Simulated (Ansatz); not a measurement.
A calculation on fcc Ca returned lattice constant a 5.458 Å, bulk modulus 18.4 GPa.

For reference: lattice constant a 5.553 Å (measured, low-temperature or extrapolated to 0 K; zero-point anharmonic expansion removed; as tabulated in Csonka et al. (2009), arXiv:0903.4037); bulk modulus 18.6 GPa (measured, corrected for temperature and zero-point phonon effects, sources range from 15.9 to 18.7; as tabulated in Levämäki et al. (2014), arXiv:1402.3671).

Which level of theory produced these numbers?
A. rVV10 (Ansatz, an electronic-structure program)
B. HSE06 (Ansatz)
C. r²SCAN+rVV10 (Ansatz)
D. PBE (Ansatz)

A, rVV10 (Ansatz)

The others give: r²SCAN+rVV10 5.547 Å, 18.2 GPa; PBE 5.526 Å, 17.4 GPa; HSE06 5.591 Å, 17.3 GPa.

Unless a cell is named, each level is at its own relaxed cell (HSE06 43.69, PBE 42.20, r²SCAN+rVV10 42.67, rVV10 40.64 Å³/atom).

Ansatz's density-functional and Hartree–Fock values are scalar-relativistic unless marked +SOC, with PAW data made under PBE.
